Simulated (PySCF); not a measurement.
B3LYP has the VWN-RPA correlation part, as in Gaussian. Excitations are Tamm–Dancoff values on a coarser integration grid. The basis has no diffuse functions, so Rydberg states are missing or too high.

Cartesian coordinates (Å):
```xyz
5

Cl     0.0676    -1.1710     1.6772
Si     0.0000     0.0000     0.0000
Cl    -1.4820     1.3970     0.2027
Cl    -0.3847    -1.1705    -1.6343
Cl     1.7990     0.9445    -0.2456
```
Charge 0, multiplicity 1.

What dipole moment, brightest of the four lowest singlets (TDA) and LUMO does B3LYP-D3(BJ)/def2-TZVP // B3LYP-D3(BJ)/def2-SVP in PySCF give?


The dipole moment is 0.00 D, the brightest of the four lowest singlets (TDA) comes out as 7.81 eV and the LUMO is -1.21 eV.
